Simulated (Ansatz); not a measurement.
# C2H4Al− (SMILES C#[C][AlH3-]) at 6 levels

Wanted: a comparison of 6 runs (HF/STO-3G, HF/def2-SVP, B3LYP/6-31G*, PBE/def2-TZVP, MP2/def2-SVP, MP2/cc-pVTZ) of C2H4Al−. 

The results are computed with Ansatz 0.2.0.

### 1 Starting point

C2H4Al− has 7 atoms, charge -1, and is taken as a singlet. As SMILES, `C#[C][AlH3-]`. The shape comes from GFN2-xTB, which is rough for such elements, and wasn't checked as a minimum.

Bond lengths: C1–C2 1.212 Å, C2–Al3 2.015 Å, C1–H4 1.062 Å, Al3–H5 1.624 Å, Al3–H6 1.624 Å, Al3–H7 1.624 Å. Angles: C1–C2–Al3 179.0°, C2–C1–H4 179.4°, C2–Al3–H5 109.9°, C2–Al3–H6 109.8°, C2–Al3–H7 109.8°, H5–Al3–H6 109.1°, H5–Al3–H7 109.2°, H6–Al3–H7 109.1°.

### 2 Energy and forces at HF/STO-3G (run 1)

run.yaml

```yaml
crystal:
  periodic: [false, false, false]
  atoms:
    - symbol: C
      position_ang: [-0.916000, -1.890510, 0.036740]
    - symbol: C
      position_ang: [-0.396540, -0.796130, 0.007040]
    - symbol: Al
      position_ang: [0.491510, 1.012710, -0.020910]
    - symbol: H
      position_ang: [-1.380740, -2.845310, 0.060780]
    - symbol: H
      position_ang: [0.284440, 1.706620, -1.474090]
    - symbol: H
      position_ang: [-0.163180, 1.963600, 1.120790]
    - symbol: H
      position_ang: [2.080500, 0.849040, 0.269660]
basis:
  gaussian:
    orbitals: STO-3G
total_charge: -1
accuracy: high
hamiltonian:
  xc: hf
output: {forces: true, orbitals: {seedname: orbitals}}
```

Started as:

```console
$ ansatz run run.yaml --threads 1 --pin off --max-ram 2610MiB --events-out events.jsonl --progress --plain --runs-dir runs
```

The log of the run:

```text
Warning: RAYON_NUM_THREADS=1 ignored (pool sized by the plan → 1); use --threads N
Functional definition: HF
  name "HF"
  exchange = exact_x
  correlation = 0
415 factors; integrals over basis functions are off by at most 2.8e-8 eV
mean field evaluation 1: about -8595.8808 eV, gradient 1.6e1 eV
mean field evaluation 2: about -8595.8750 eV, gradient 1.6e1 eV
mean field evaluation 4: about -8597.1014 eV, gradient 9.1e-1 eV
mean field evaluation 8: about -8597.1036 eV, gradient 2.1e-2 eV
mean field -8597.10359450 eV, -315.9377297719 hartree, gradient 8.3e-8 eV, S^2 0.000000; 0 other end points of the search recorded, 0 dependent functions left out
the calculation of the forces begins
reference -8597.10359450 eV, -315.9377297719 hartree; 15, 15 occupied and 8, 8 virtual orbitals, 415 factors
Total energy: -8597.10359450 eV, -315.9377297719 hartree
Atom 0 at    -0.916000    -1.890510     0.036740 Å, force     1.848500     4.003948    -0.122269 eV/Å
Atom 1 at    -0.396540    -0.796130     0.007040 Å, force    -1.318816    -2.917432     0.116262 eV/Å
Atom 2 at     0.491510     1.012710    -0.020910 Å, force     0.770488     1.600456    -0.028562 eV/Å
Atom 3 at    -1.380740    -2.845310     0.060780 Å, force     0.058760     0.084616    -0.003010 eV/Å
Atom 4 at     0.284440     1.706620    -1.474090 Å, force     0.182883    -1.206190     2.055736 eV/Å
Atom 5 at    -0.163180     1.963600     1.120790 Å, force     0.814773    -1.569040    -1.609964 eV/Å
Atom 6 at     2.080500     0.849040     0.269660 Å, force    -2.356588     0.003642    -0.408193 eV/Å
Dipole moment:    -0.286623    -0.587074     0.010285 e Å
```

Wall time 0.3 s (1 thread of Arm Neoverse V2, shared host).

### 3 Energy and gradient at HF/def2-SVP (run 2)

molecule.yaml

```yaml
basis:
  gaussian: {orbitals: def2-SVP}
crystal:
  periodic: [false, false, false]
  atoms:
    - symbol: C
      position_ang: [-0.916000, -1.890510, 0.036740]
    - symbol: C
      position_ang: [-0.396540, -0.796130, 0.007040]
    - symbol: Al
      position_ang: [0.491510, 1.012710, -0.020910]
    - symbol: H
      position_ang: [-1.380740, -2.845310, 0.060780]
    - symbol: H
      position_ang: [0.284440, 1.706620, -1.474090]
    - symbol: H
      position_ang: [-0.163180, 1.963600, 1.120790]
    - symbol: H
      position_ang: [2.080500, 0.849040, 0.269660]
output: {forces: true, orbitals: {seedname: orbitals}}
hamiltonian: {xc: hf}
total_charge: -1
accuracy: high
```

Started as:

```console
$ ansatz run molecule.yaml --threads 1 --pin off --max-ram 2610MiB --events-out events.jsonl --progress --plain --runs-dir runs
```

The log of the run, shortened:

```text
Warning: RAYON_NUM_THREADS=1 ignored (pool sized by the plan → 1); use --threads N
[... 2 set-up lines as earlier in the session ...]
[...]
1387 factors; integrals over basis functions are off by at most 3.7e-9 eV
[...]
mean field -8702.44298995 eV, -319.8088811531 hartree, gradient 8.6e-8 eV, S^2 0.000000; 0 other end points of the search recorded, 0 dependent functions left out
[...]
reference -8702.44298995 eV, -319.8088811531 hartree; 15, 15 occupied and 51, 51 virtual orbitals, 1387 factors
Total energy: -8702.44298995 eV, -319.8088811531 hartree
Atom 0 at    -0.916000    -1.890510     0.036740 Å, force     0.194997     0.504423    -0.027360 eV/Å
Atom 1 at    -0.396540    -0.796130     0.007040 Å, force    -0.209146    -0.522002     0.032627 eV/Å
Atom 2 at     0.491510     1.012710    -0.020910 Å, force     0.111935     0.250813    -0.008867 eV/Å
Atom 3 at    -1.380740    -2.845310     0.060780 Å, force    -0.043969    -0.123428     0.004013 eV/Å
Atom 4 at     0.284440     1.706620    -1.474090 Å, force    -0.075847    -0.010170    -0.188808 eV/Å
Atom 5 at    -0.163180     1.963600     1.120790 Å, force    -0.134464     0.023504     0.149976 eV/Å
Atom 6 at     2.080500     0.849040     0.269660 Å, force     0.156495    -0.123140     0.038419 eV/Å
Dipole moment:    -0.400789    -0.822718     0.015869 e Å
```

Run time: 1.5 s. Hardware: 1 thread of Arm Neoverse V2, shared host.

Runs 3 to 5 aren't shown in full; the table further down has their settings and results.

### 4 Energy and gradient at MP2/cc-pVTZ (run 6)

input.yaml

```yaml
crystal:
  periodic: [false, false, false]
  atoms:
    - {symbol: C, position_ang: [-0.916000, -1.890510, 0.036740]}
    - {symbol: C, position_ang: [-0.396540, -0.796130, 0.007040]}
    - {symbol: Al, position_ang: [0.491510, 1.012710, -0.020910]}
    - {symbol: H, position_ang: [-1.380740, -2.845310, 0.060780]}
    - {symbol: H, position_ang: [0.284440, 1.706620, -1.474090]}
    - {symbol: H, position_ang: [-0.163180, 1.963600, 1.120790]}
    - {symbol: H, position_ang: [2.080500, 0.849040, 0.269660]}
basis:
  gaussian:
    orbitals: cc-pVTZ
accuracy: high
total_charge: -1
magnetization:
  spin_polarized: false
  initial_magnetization: 0
output: {forces: true, orbitals: {seedname: orbitals}}
correlation:
  method: mp2
  frozen_orbitals: {Al: 5, C: 1, H: 0}
```

Started as:

```console
$ ansatz run input.yaml --threads 1 --pin off --max-ram 2610MiB --events-out events.jsonl --progress --plain --runs-dir runs
```

The log of the run, shortened:

```text
Warning: RAYON_NUM_THREADS=1 ignored (pool sized by the plan → 1); use --threads N
[... 2 set-up lines as earlier in the session ...]
[...]
2459 factors; integrals over basis functions are off by at most 4.2e-9 eV
[...]
mean field -8707.20691005 eV, -319.9839519875 hartree, gradient 8.6e-9 eV, S^2 0.000000; 0 other end points of the search recorded, 0 dependent functions left out
7 core orbitals not correlated: weight in the atoms' cores, before any rotation towards them, 1.000 or more for the frozen orbitals, at most 0.000 for the correlated occupied ones
reference -8707.20691005 eV, -319.9839519875 hartree; 8, 8 occupied and 135, 135 virtual orbitals, 2459 factors
second order -11.25815050 eV of doubles, -0.00000000 eV of singles
[...]
Total energy: -8718.46506055 eV, -320.3976813873 hartree
Atom 0 at    -0.916000    -1.890510     0.036740 Å, force    -0.850357    -1.729668     0.037907 eV/Å
Atom 1 at    -0.396540    -0.796130     0.007040 Å, force     0.876160     1.784436    -0.033083 eV/Å
Atom 2 at     0.491510     1.012710    -0.020910 Å, force     0.051023     0.121394    -0.005584 eV/Å
Atom 3 at    -1.380740    -2.845310     0.060780 Å, force     0.002516    -0.014143     0.000087 eV/Å
Atom 4 at     0.284440     1.706620    -1.474090 Å, force    -0.066091    -0.035875    -0.129007 eV/Å
Atom 5 at    -0.163180     1.963600     1.120790 Å, force    -0.106308    -0.012805     0.103068 eV/Å
Atom 6 at     2.080500     0.849040     0.269660 Å, force     0.093058    -0.113339     0.026611 eV/Å
Dipole moment:    -0.396486    -0.814204     0.015844 e Å
```

Wall time 21 s (1 thread of Arm Neoverse V2, shared host); peak memory 0.6 GiB.

### 5 Overview of the runs

```
run                               level  frozen core orbitals  energy (Eh)  HOMO energy (eV)  LUMO energy (eV)  HOMO–LUMO gap (eV)  wall time
  1                           HF/STO-3G                     –  -315.937730             -1.92             17.24               19.16      0.3 s
  2                         HF/def2-SVP                     –  -319.808881             -5.30              8.99               14.30      1.5 s
  3  B3LYP/6-31G* (spherical functions)                     –  -321.020075             -1.94              5.79                7.73      4.2 s
  4                       PBE/def2-TZVP                     –  -320.804102             -1.24              4.31                5.55      9.9 s
  5                        MP2/def2-SVP                     7  -320.144526             -5.30              8.99               14.30      2.8 s
  6                         MP2/cc-pVTZ                     7  -320.397681             -5.38              7.57               12.95       21 s
```

### 6 What came out

| quantity | value |
| --- | --- |
| run 6: total energy | -320.39768 Eh |
| run 6: HOMO energy (Hartree–Fock orbitals) | -5.38 eV |
| run 6: LUMO energy (Hartree–Fock orbitals) | 7.57 eV |
| run 6: HOMO–LUMO gap (to an unbound level, set by the basis) | 12.95 eV |
| run 6: correlation energy (7 core orbitals frozen) | -413.7 mEh |
| run 6: largest force on an atom | 1.988 eV/Å |

Over runs 1, 2, 3, 4 the HOMO–LUMO gap runs from 5.55 eV (PBE/def2-TZVP) to 19.16 eV (HF/STO-3G). The two ends differ in method and basis. The empty levels of an anion lie above zero and hang on the basis. Totals of different functionals can't be ranked against each other. In run 1 the basis is minimal, so the values are rough. All runs together took 40 s, the longest 21 s.
